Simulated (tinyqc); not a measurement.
UHF in the sto-3g basis, for CH3-, spin multiplicity 1, step by step (part 2 of 3). The basis has no diffuse functions, so it cannot describe the extra electron: this is an exercise in the method, not the real anion. Computed by tinyqc, a small Python program that keeps every step (integrals from PySCF). Command: `OMP_NUM_THREADS=1 python tinyqc.py 30307 30308 out.jsonl` (the two numbers bound the seeds that draw the settings). One thread of a shared host (Intel(R) Xeon(R) Processor @ 2.60GHz), about 0.2 s of CPU time with the checks.

Geometry (angstrom):
```
atom,x,y,z
C,0.000000,0.000000,0.019000
H,1.257000,0.000000,0.000000
H,-0.628000,1.088000,0.000000
H,-0.628000,-1.088000,0.000000
```

## Iteration 1: diagonalisation and new density

F(alpha) (hartree):
```
,1C 1s,1C 2s,1C 2px,1C 2py,1C 2pz,2H 1s,3H 1s,4H 1s
1C 1s,-8.537243,-2.426590,-0.000368,0.000045,0.000424,-0.427476,-0.428094,-0.428118
1C 2s,-2.426590,-0.270167,-0.003397,0.000074,0.006565,-0.131005,-0.128961,-0.127748
1C 2px,-0.000368,-0.003397,0.915311,0.000141,0.000021,0.046791,-0.026050,-0.026211
1C 2py,0.000045,0.000074,0.000141,0.916607,-0.004838,0.000047,0.043351,-0.043535
1C 2pz,0.000424,0.006565,0.000021,-0.004838,1.080172,0.000458,-0.042148,0.042969
2H 1s,-0.427476,-0.131005,0.046791,0.000047,0.000458,0.388031,-0.045563,-0.045517
3H 1s,-0.428094,-0.128961,-0.026050,0.043351,-0.042148,-0.045563,0.396149,-0.041778
4H 1s,-0.428118,-0.127748,-0.026211,-0.043535,0.042969,-0.045517,-0.041778,0.396295
```

F(beta) (hartree):
```
,1C 1s,1C 2s,1C 2px,1C 2py,1C 2pz,2H 1s,3H 1s,4H 1s
1C 1s,-8.537243,-2.426590,-0.000368,-0.000045,0.000424,-0.427476,-0.428118,-0.428094
1C 2s,-2.426590,-0.270167,-0.003397,-0.000074,0.006565,-0.131005,-0.127748,-0.128961
1C 2px,-0.000368,-0.003397,0.915311,-0.000141,0.000021,0.046791,-0.026211,-0.026050
1C 2py,-0.000045,-0.000074,-0.000141,0.916607,0.004838,-0.000047,0.043535,-0.043351
1C 2pz,0.000424,0.006565,0.000021,0.004838,1.080172,0.000458,0.042969,-0.042148
2H 1s,-0.427476,-0.131005,0.046791,-0.000047,0.000458,0.388031,-0.045517,-0.045563
3H 1s,-0.428118,-0.127748,-0.026211,0.043535,0.042969,-0.045517,0.396295,-0.041778
4H 1s,-0.428094,-0.128961,-0.026050,-0.043351,-0.042148,-0.045563,-0.041778,0.396149
```

X:
```
,1C 1s,1C 2s,1C 2px,1C 2py,1C 2pz,2H 1s,3H 1s,4H 1s
1C 1s,1.027600,-0.155723,0.000013,0.000000,0.000395,0.022815,0.022832,0.022832
1C 2s,-0.155723,1.265834,-0.000171,0.000000,-0.003616,-0.250360,-0.250743,-0.250743
1C 2px,0.000013,-0.000171,1.125305,0.000000,0.000003,-0.264190,0.132223,0.132223
1C 2py,0.000000,0.000000,0.000000,1.125512,0.000000,0.000000,-0.229096,0.229096
1C 2pz,0.000395,-0.003616,0.000003,0.000000,1.000054,0.003761,0.003769,0.003769
2H 1s,0.022815,-0.250360,-0.264190,0.000000,0.003761,1.163204,-0.019720,-0.019720
3H 1s,0.022832,-0.250743,0.132223,-0.229096,0.003769,-0.019720,1.163578,-0.019750
4H 1s,0.022832,-0.250743,0.132223,0.229096,0.003769,-0.019720,-0.019750,1.163578
```

Diagonalise F' = X^T F X, C = X C', fill 5 alpha and 5 beta electrons from the bottom; D(s) = C_occ C_occ^T. Each column has its largest component positive (the first on a tie).

F' = X^T F X (alpha) (hartree):
```
,1,2,3,4,5,6,7,8
1,-8.301930,-1.492297,0.000043,-0.000007,0.000776,-0.039309,-0.039463,-0.039657
2,-1.492297,0.519944,-0.003392,0.000427,0.001016,-0.259981,-0.261684,-0.260220
3,0.000043,-0.003392,1.161535,0.000098,0.000017,-0.339397,0.169469,0.169320
4,-0.000007,0.000427,0.000098,1.162306,0.014054,0.000008,-0.292787,0.292546
5,0.000776,0.001016,0.000017,0.014054,1.080274,0.004912,-0.044340,0.054166
6,-0.039309,-0.259981,-0.339397,0.000008,0.004912,0.621813,-0.036740,-0.036618
7,-0.039463,-0.261684,0.169469,-0.292787,-0.044340,-0.036740,0.630035,-0.032353
8,-0.039657,-0.260220,0.169320,0.292546,0.054166,-0.036618,-0.032353,0.630105
```

orbital energies (alpha) (hartree): MO1 -8.549709, MO2 0.215732, MO3 0.424434, MO4 0.427659, MO5 1.077320, MO6 1.109285, MO7 1.396725, MO8 1.402634

coefficients C (alpha):
```
,MO1,MO2,MO3,MO4,MO5,MO6,MO7,MO8
1C 1s,0.988934,-0.180078,-0.000455,0.005055,-0.039673,-0.264088,0.003858,-0.000239
1C 2s,0.046096,0.448570,0.001735,-0.014655,0.184065,1.255879,-0.018837,0.000473
1C 2px,0.000053,0.006174,-0.006724,0.272437,0.002241,0.017275,1.138612,-0.005254
1C 2py,-0.000008,0.000021,0.265522,0.006286,-0.184535,0.026399,0.005219,1.125357
1C 2pz,-0.000209,-0.005436,0.081939,0.002170,0.974789,-0.149874,0.001023,0.144011
2H 1s,-0.008310,0.369859,-0.017297,0.704227,-0.081248,-0.601263,-0.696848,0.004154
3H 1s,-0.008294,0.345899,0.624609,-0.345914,-0.042577,-0.596318,0.359017,-0.610129
4H 1s,-0.008301,0.345263,-0.607912,-0.375868,-0.117068,-0.584197,0.364494,0.608369
```

F' = X^T F X (beta) (hartree):
```
,1,2,3,4,5,6,7,8
1,-8.301930,-1.492297,0.000043,0.000007,0.000776,-0.039309,-0.039657,-0.039463
2,-1.492297,0.519944,-0.003392,-0.000427,0.001016,-0.259981,-0.260220,-0.261684
3,0.000043,-0.003392,1.161535,-0.000098,0.000017,-0.339397,0.169320,0.169469
4,0.000007,-0.000427,-0.000098,1.162306,-0.014054,-0.000008,-0.292546,0.292787
5,0.000776,0.001016,0.000017,-0.014054,1.080274,0.004912,0.054166,-0.044340
6,-0.039309,-0.259981,-0.339397,-0.000008,0.004912,0.621813,-0.036618,-0.036740
7,-0.039657,-0.260220,0.169320,-0.292546,0.054166,-0.036618,0.630105,-0.032353
8,-0.039463,-0.261684,0.169469,0.292787,-0.044340,-0.036740,-0.032353,0.630035
```

orbital energies (beta) (hartree): MO1 -8.549709, MO2 0.215732, MO3 0.424434, MO4 0.427659, MO5 1.077320, MO6 1.109285, MO7 1.396725, MO8 1.402634

coefficients C (beta):
```
,MO1,MO2,MO3,MO4,MO5,MO6,MO7,MO8
1C 1s,0.988934,-0.180078,-0.000455,0.005055,-0.039673,-0.264088,0.003858,0.000239
1C 2s,0.046096,0.448570,0.001735,-0.014655,0.184065,1.255879,-0.018837,-0.000473
1C 2px,0.000053,0.006174,-0.006724,0.272437,0.002241,0.017275,1.138612,0.005254
1C 2py,0.000008,-0.000021,-0.265522,-0.006286,0.184535,-0.026399,-0.005219,1.125357
1C 2pz,-0.000209,-0.005436,0.081939,0.002170,0.974789,-0.149874,0.001023,-0.144011
2H 1s,-0.008310,0.369859,-0.017297,0.704227,-0.081248,-0.601263,-0.696848,-0.004154
3H 1s,-0.008301,0.345263,-0.607912,-0.375868,-0.117068,-0.584197,0.364494,-0.608369
4H 1s,-0.008294,0.345899,0.624609,-0.345914,-0.042577,-0.596318,0.359017,0.610129
```

D(alpha) after iteration 1:
```
,1C 1s,1C 2s,1C 2px,1C 2py,1C 2pz,2H 1s,3H 1s,4H 1s
1C 1s,1.012017,-0.042569,0.000232,0.007221,-0.037927,-0.068030,-0.070834,-0.067363
1C 2s,-0.042569,0.237438,-0.000820,-0.033589,0.177087,0.140219,0.153094,0.137397
1C 2px,0.000232,-0.000820,0.074310,-0.000486,0.002191,0.194075,-0.096400,-0.096443
1C 2py,0.007221,-0.033589,-0.000486,0.104595,-0.158112,0.014835,0.171537,-0.142167
1C 2pz,-0.037927,0.177087,0.002191,-0.158112,0.956962,-0.081097,0.007047,-0.166619
2H 1s,-0.068030,0.140219,0.194075,0.014835,-0.081097,0.639701,-0.122944,-0.116902
3H 1s,-0.070834,0.153094,-0.096400,0.171537,0.007047,-0.122944,0.631321,-0.125209
4H 1s,-0.067363,0.137397,-0.096443,-0.142167,-0.166619,-0.116902,-0.125209,0.643814
```

D(beta) after iteration 1:
```
,1C 1s,1C 2s,1C 2px,1C 2py,1C 2pz,2H 1s,3H 1s,4H 1s
1C 1s,1.012017,-0.042569,0.000232,-0.007221,-0.037927,-0.068030,-0.067363,-0.070834
1C 2s,-0.042569,0.237438,-0.000820,0.033589,0.177087,0.140219,0.137397,0.153094
1C 2px,0.000232,-0.000820,0.074310,0.000486,0.002191,0.194075,-0.096443,-0.096400
1C 2py,-0.007221,0.033589,0.000486,0.104595,0.158112,-0.014835,0.142167,-0.171537
1C 2pz,-0.037927,0.177087,0.002191,0.158112,0.956962,-0.081097,-0.166619,0.007047
2H 1s,-0.068030,0.140219,0.194075,-0.014835,-0.081097,0.639701,-0.116902,-0.122944
3H 1s,-0.067363,0.137397,-0.096443,0.142167,-0.166619,-0.116902,0.643814,-0.125209
4H 1s,-0.070834,0.153094,-0.096400,-0.171537,0.007047,-0.122944,-0.125209,0.631321
```

## Iteration 2: building the Fock matrix

core Hamiltonian H = T + V (hartree):
```
,1C 1s,1C 2s,1C 2px,1C 2py,1C 2pz,2H 1s,3H 1s,4H 1s
1C 1s,-19.024940,-4.591880,0.000013,0.000000,0.000578,-0.788882,-0.790264,-0.790264
1C 2s,-4.591880,-5.964466,0.000113,0.000000,0.006294,-2.025381,-2.027756,-2.027756
1C 2px,0.000013,0.000113,-4.963831,0.000000,-0.000003,-1.778710,0.890008,0.890008
1C 2py,0.000000,0.000000,0.000000,-4.963996,0.000000,0.000000,-1.541906,1.541906
1C 2pz,0.000578,0.006294,-0.000003,0.000000,-4.821826,0.028082,0.028124,0.028124
2H 1s,-0.788882,-2.025381,-1.778710,0.000000,0.028082,-3.450393,-0.430391,-0.430391
3H 1s,-0.790264,-2.027756,0.890008,-1.541906,0.028124,-0.430391,-3.451877,-0.430805
4H 1s,-0.790264,-2.027756,0.890008,1.541906,0.028124,-0.430391,-0.430805,-3.451877
```

nuclear repulsion = 8.30938567 hartree

Given earlier and not repeated: Two-electron integrals (ij|kl) in chemists' order.

J_ij = sum D_kl (ij|kl) with D = D(alpha) + D(beta), K_ij = sum D_kl (ik|jl) for each spin; F = H + J - K(s); E = tr D H + tr D J / 2 - 0.5 sum_s tr D(s) K(s) + E_nn.

Coulomb J (hartree):
```
,1C 1s,1C 2s,1C 2px,1C 2py,1C 2pz,2H 1s,3H 1s,4H 1s
1C 1s,11.798034,2.306012,0.000061,0.000000,0.011999,0.392892,0.393590,0.393590
1C 2s,2.306012,5.655376,0.000870,0.000000,0.052948,1.957223,1.958956,1.958956
1C 2px,0.000061,0.000870,5.660011,0.000000,0.000271,1.886080,-0.942988,-0.942988
1C 2py,0.000000,0.000000,0.000000,5.662842,0.000000,0.000000,1.634617,-1.634617
1C 2pz,0.011999,0.052948,0.000271,0.000000,5.625941,-0.016503,-0.016601,-0.016601
2H 1s,0.392892,1.957223,1.886080,0.000000,-0.016503,4.086433,0.404112,0.404112
3H 1s,0.393590,1.958956,-0.942988,1.634617,-0.016601,0.404112,4.084661,0.404330
4H 1s,0.393590,1.958956,-0.942988,-1.634617,-0.016601,0.404112,0.404330,4.084661
```

exchange K(alpha) (hartree):
```
,1C 1s,1C 2s,1C 2px,1C 2py,1C 2pz,2H 1s,3H 1s,4H 1s
1C 1s,3.565998,0.629937,0.000107,0.000214,-0.001013,0.108989,0.109233,0.109048
1C 2s,0.629937,0.738655,-0.000492,-0.010825,0.064744,0.365136,0.364864,0.367065
1C 2px,0.000107,-0.000492,0.444918,-0.000664,0.001140,0.345670,-0.172614,-0.172495
1C 2py,0.000214,-0.010825,-0.000664,0.457465,-0.071187,0.000048,0.300281,-0.300043
1C 2pz,-0.001013,0.064744,0.001140,-0.071187,0.753589,-0.005342,-0.002970,-0.008042
2H 1s,0.108989,0.365136,0.345670,0.000048,-0.005342,0.707096,0.073646,0.073307
3H 1s,0.109233,0.364864,-0.172614,0.300281,-0.002970,0.073646,0.705343,0.073457
4H 1s,0.109048,0.367065,-0.172495,-0.300043,-0.008042,0.073307,0.073457,0.704632
```

exchange K(beta) (hartree):
```
,1C 1s,1C 2s,1C 2px,1C 2py,1C 2pz,2H 1s,3H 1s,4H 1s
1C 1s,3.565998,0.629937,0.000107,-0.000214,-0.001013,0.108989,0.109048,0.109233
1C 2s,0.629937,0.738655,-0.000492,0.010825,0.064744,0.365136,0.367065,0.364864
1C 2px,0.000107,-0.000492,0.444918,0.000664,0.001140,0.345670,-0.172495,-0.172614
1C 2py,-0.000214,0.010825,0.000664,0.457465,0.071187,-0.000048,0.300043,-0.300281
1C 2pz,-0.001013,0.064744,0.001140,0.071187,0.753589,-0.005342,-0.008042,-0.002970
2H 1s,0.108989,0.365136,0.345670,-0.000048,-0.005342,0.707096,0.073307,0.073646
3H 1s,0.109048,0.367065,-0.172495,0.300043,-0.008042,0.073307,0.704632,0.073457
4H 1s,0.109233,0.364864,-0.172614,-0.300281,-0.002970,0.073646,0.073457,0.705343
```

F(alpha) (hartree):
```
,1C 1s,1C 2s,1C 2px,1C 2py,1C 2pz,2H 1s,3H 1s,4H 1s
1C 1s,-10.792903,-2.915805,-0.000033,-0.000214,0.013590,-0.504978,-0.505907,-0.505722
1C 2s,-2.915805,-1.047744,0.001474,0.010825,-0.005501,-0.433294,-0.433664,-0.435864
1C 2px,-0.000033,0.001474,0.251262,0.000664,-0.000872,-0.238300,0.119635,0.119515
1C 2py,-0.000214,0.010825,0.000664,0.241381,0.071187,-0.000048,-0.207570,0.207333
1C 2pz,0.013590,-0.005501,-0.000872,0.071187,0.050526,0.016921,0.014493,0.019565
2H 1s,-0.504978,-0.433294,-0.238300,-0.000048,0.016921,-0.071056,-0.099925,-0.099586
3H 1s,-0.505907,-0.433664,0.119635,-0.207570,0.014493,-0.099925,-0.072558,-0.099932
4H 1s,-0.505722,-0.435864,0.119515,0.207333,0.019565,-0.099586,-0.099932,-0.071848
```

F(beta) (hartree):
```
,1C 1s,1C 2s,1C 2px,1C 2py,1C 2pz,2H 1s,3H 1s,4H 1s
1C 1s,-10.792903,-2.915805,-0.000033,0.000214,0.013590,-0.504978,-0.505722,-0.505907
1C 2s,-2.915805,-1.047744,0.001474,-0.010825,-0.005501,-0.433294,-0.435864,-0.433664
1C 2px,-0.000033,0.001474,0.251262,-0.000664,-0.000872,-0.238300,0.119515,0.119635
1C 2py,0.000214,-0.010825,-0.000664,0.241381,-0.071187,0.000048,-0.207333,0.207570
1C 2pz,0.013590,-0.005501,-0.000872,-0.071187,0.050526,0.016921,0.019565,0.014493
2H 1s,-0.504978,-0.433294,-0.238300,0.000048,0.016921,-0.071056,-0.099586,-0.099925
3H 1s,-0.505722,-0.435864,0.119515,-0.207333,0.019565,-0.099586,-0.071848,-0.099932
4H 1s,-0.505907,-0.433664,0.119635,0.207570,0.014493,-0.099925,-0.099932,-0.072558
```

total energy of this density = -38.56416290 hartree

## Iteration 2: DIIS over 2 matrices

error matrix X^T (FDS - SDF) X (alpha):
```
,1,2,3,4,5,6,7,8
1,0.000000,-0.082655,-0.000440,-0.003274,0.010978,0.052780,0.053904,0.051660
2,0.082655,0.000000,-0.001265,-0.006488,0.027125,-0.095734,-0.097258,-0.092860
3,0.000440,0.001265,0.000000,-0.000055,0.000377,-0.134339,0.066428,0.066486
4,0.003274,0.006488,0.000055,0.000000,-0.024543,-0.002369,-0.112095,0.107506
5,-0.010978,-0.027125,-0.000377,0.024543,0.000000,0.031485,0.002843,0.058504
6,-0.052780,0.095734,0.134339,0.002369,-0.031485,0.000000,0.001251,-0.003312
7,-0.053904,0.097258,-0.066428,0.112095,-0.002843,-0.001251,0.000000,-0.004518
8,-0.051660,0.092860,-0.066486,-0.107506,-0.058504,0.003312,0.004518,0.000000
```

B (overlaps of the stored error matrices):
```
,1,2
1,2.4774601e+00,-9.2542952e-01
2,-9.2542952e-01,3.9766353e-01
```

Minimise |sum c_i e_i|^2 with sum c_i = 1: solve [B -1; -1 0][c; lambda] = [0; -1] with B_ij = tr e_i^T e_j summed over both spins, and take F = sum c_i F_i.

DIIS coefficients: 0.279961  0.720039

extrapolated F(alpha) (hartree):
```
,1C 1s,1C 2s,1C 2px,1C 2py,1C 2pz,2H 1s,3H 1s,4H 1s
1C 1s,-10.161405,-2.778844,-0.000127,-0.000142,0.009904,-0.483281,-0.484123,-0.483996
1C 2s,-2.778844,-0.830053,0.000111,0.007815,-0.002123,-0.348665,-0.348359,-0.349604
1C 2px,-0.000127,0.000111,0.437170,0.000518,-0.000622,-0.158485,0.078848,0.078718
1C 2py,-0.000142,0.007815,0.000518,0.430418,0.049903,-0.000021,-0.137322,0.137100
1C 2pz,0.009904,-0.002123,-0.000622,0.049903,0.338787,0.012312,-0.001364,0.026118
2H 1s,-0.483281,-0.348665,-0.158485,-0.000021,0.012312,0.057470,-0.084706,-0.084449
3H 1s,-0.484123,-0.348359,0.078848,-0.137322,-0.001364,-0.084706,0.058662,-0.083651
4H 1s,-0.483996,-0.349604,0.078718,0.137100,0.026118,-0.084449,-0.083651,0.059214
```

extrapolated F(beta) (hartree):
```
,1C 1s,1C 2s,1C 2px,1C 2py,1C 2pz,2H 1s,3H 1s,4H 1s
1C 1s,-10.161405,-2.778844,-0.000127,0.000142,0.009904,-0.483281,-0.483996,-0.484123
1C 2s,-2.778844,-0.830053,0.000111,-0.007815,-0.002123,-0.348665,-0.349604,-0.348359
1C 2px,-0.000127,0.000111,0.437170,-0.000518,-0.000622,-0.158485,0.078718,0.078848
1C 2py,0.000142,-0.007815,-0.000518,0.430418,-0.049903,0.000021,-0.137100,0.137322
1C 2pz,0.009904,-0.002123,-0.000622,-0.049903,0.338787,0.012312,0.026118,-0.001364
2H 1s,-0.483281,-0.348665,-0.158485,0.000021,0.012312,0.057470,-0.084449,-0.084706
3H 1s,-0.483996,-0.349604,0.078718,-0.137100,0.026118,-0.084449,0.059214,-0.083651
4H 1s,-0.484123,-0.348359,0.078848,0.137322,-0.001364,-0.084706,-0.083651,0.058662
```

## Iteration 2: diagonalisation and new density

As before.

F' = X^T F X (alpha) (hartree):
```
,1,2,3,4,5,6,7,8
1,-9.921646,-1.582672,-0.000134,-0.001437,0.012435,-0.040395,-0.040446,-0.040646
2,-1.582672,0.049227,-0.000014,0.010590,-0.017907,-0.326820,-0.329000,-0.326757
3,-0.000134,-0.000014,0.709681,0.000595,-0.000676,-0.401871,0.200818,0.200906
4,-0.001437,0.010590,0.000595,0.701731,0.062435,-0.002002,-0.348685,0.344885
5,0.012435,-0.017907,-0.000676,0.062435,0.339141,0.017282,-0.010558,0.044826
6,-0.040395,-0.326820,-0.401871,-0.002002,0.017282,0.361027,-0.031899,-0.031907
7,-0.040446,-0.329000,0.200818,-0.348685,-0.010558,-0.031899,0.363108,-0.030520
8,-0.040646,-0.326757,0.200906,0.344885,0.044826,-0.031907,-0.030520,0.363114
```

orbital energies (alpha) (hartree): MO1 -10.169179, MO2 -0.251787, MO3 0.033496, MO4 0.035084, MO5 0.329496, MO6 0.850296, MO7 1.068515, MO8 1.069462

coefficients C (alpha):
```
,MO1,MO2,MO3,MO4,MO5,MO6,MO7,MO8
1C 1s,0.991881,-0.203870,0.000080,0.000774,-0.017122,-0.236747,0.003631,-0.005178
1C 2s,0.034409,0.597741,-0.003692,-0.003288,0.085342,1.203450,-0.018205,0.024812
1C 2px,0.000008,0.000419,-0.034491,0.400229,0.000746,0.005235,0.988083,0.483077
1C 2py,-0.000012,-0.006382,0.404808,0.034269,-0.102651,-0.015735,-0.479982,0.982596
1C 2pz,-0.001018,-0.009323,-0.018811,-0.000710,0.991936,-0.077448,-0.044011,0.088601
2H 1s,-0.006299,0.280676,-0.046662,0.623525,-0.037847,-0.638226,-0.694819,-0.354281
3H 1s,-0.006296,0.276794,0.568663,-0.264051,0.042689,-0.621112,0.657026,-0.446124
4H 1s,-0.006310,0.280616,-0.503188,-0.355994,-0.114702,-0.649410,0.063332,0.768408
```

F' = X^T F X (beta) (hartree):
```
,1,2,3,4,5,6,7,8
1,-9.921646,-1.582672,-0.000134,0.001437,0.012435,-0.040395,-0.040646,-0.040446
2,-1.582672,0.049227,-0.000014,-0.010590,-0.017907,-0.326820,-0.326757,-0.329000
3,-0.000134,-0.000014,0.709681,-0.000595,-0.000676,-0.401871,0.200906,0.200818
4,0.001437,-0.010590,-0.000595,0.701731,-0.062435,0.002002,-0.344885,0.348685
5,0.012435,-0.017907,-0.000676,-0.062435,0.339141,0.017282,0.044826,-0.010558
6,-0.040395,-0.326820,-0.401871,0.002002,0.017282,0.361027,-0.031907,-0.031899
7,-0.040646,-0.326757,0.200906,-0.344885,0.044826,-0.031907,0.363114,-0.030520
8,-0.040446,-0.329000,0.200818,0.348685,-0.010558,-0.031899,-0.030520,0.363108
```

orbital energies (beta) (hartree): MO1 -10.169179, MO2 -0.251787, MO3 0.033496, MO4 0.035084, MO5 0.329496, MO6 0.850296, MO7 1.068515, MO8 1.069462

coefficients C (beta):
```
,MO1,MO2,MO3,MO4,MO5,MO6,MO7,MO8
1C 1s,0.991881,-0.203870,0.000080,0.000774,-0.017122,-0.236747,0.003631,0.005178
1C 2s,0.034409,0.597741,-0.003692,-0.003288,0.085342,1.203450,-0.018205,-0.024812
1C 2px,0.000008,0.000419,-0.034491,0.400229,0.000746,0.005235,0.988083,-0.483077
1C 2py,0.000012,0.006382,-0.404808,-0.034269,0.102651,0.015735,0.479982,0.982596
1C 2pz,-0.001018,-0.009323,-0.018811,-0.000710,0.991936,-0.077448,-0.044011,-0.088601
2H 1s,-0.006299,0.280676,-0.046662,0.623525,-0.037847,-0.638226,-0.694819,0.354281
3H 1s,-0.006310,0.280616,-0.503188,-0.355994,-0.114702,-0.649410,0.063332,-0.768408
4H 1s,-0.006296,0.276794,0.568663,-0.264051,0.042689,-0.621112,0.657026,0.446124
```

D(alpha) after iteration 2:
```
,1C 1s,1C 2s,1C 2px,1C 2py,1C 2pz,2H 1s,3H 1s,4H 1s
1C 1s,1.025685,-0.089196,0.000217,0.003106,-0.016095,-0.062343,-0.063565,-0.061820
1C 2s,-0.089196,0.365786,-0.000874,-0.014183,0.079118,0.162448,0.167646,0.160758
1C 2px,0.000217,-0.000874,0.161374,-0.000326,0.001100,0.251252,-0.125147,-0.125092
1C 2py,0.003106,-0.014183,-0.000326,0.175622,-0.109402,0.004572,0.215002,-0.205910
1C 2pz,-0.016095,0.079118,0.001100,-0.109402,0.984379,-0.039717,0.029261,-0.106669
2H 1s,-0.062343,0.162448,0.251252,0.004572,-0.039717,0.471213,-0.115064,-0.115349
3H 1s,-0.063565,0.167646,-0.125147,0.215002,0.029261,-0.115064,0.471578,-0.119328
4H 1s,-0.061820,0.160758,-0.125092,-0.205910,-0.106669,-0.115349,-0.119328,0.471872
```

D(beta) after iteration 2:
```
,1C 1s,1C 2s,1C 2px,1C 2py,1C 2pz,2H 1s,3H 1s,4H 1s
1C 1s,1.025685,-0.089196,0.000217,-0.003106,-0.016095,-0.062343,-0.061820,-0.063565
1C 2s,-0.089196,0.365786,-0.000874,0.014183,0.079118,0.162448,0.160758,0.167646
1C 2px,0.000217,-0.000874,0.161374,0.000326,0.001100,0.251252,-0.125092,-0.125147
1C 2py,-0.003106,0.014183,0.000326,0.175622,0.109402,-0.004572,0.205910,-0.215002
1C 2pz,-0.016095,0.079118,0.001100,0.109402,0.984379,-0.039717,-0.106669,0.029261
2H 1s,-0.062343,0.162448,0.251252,-0.004572,-0.039717,0.471213,-0.115349,-0.115064
3H 1s,-0.061820,0.160758,-0.125092,0.205910,-0.106669,-0.115349,0.471872,-0.119328
4H 1s,-0.063565,0.167646,-0.125147,-0.215002,0.029261,-0.115064,-0.119328,0.471578
```
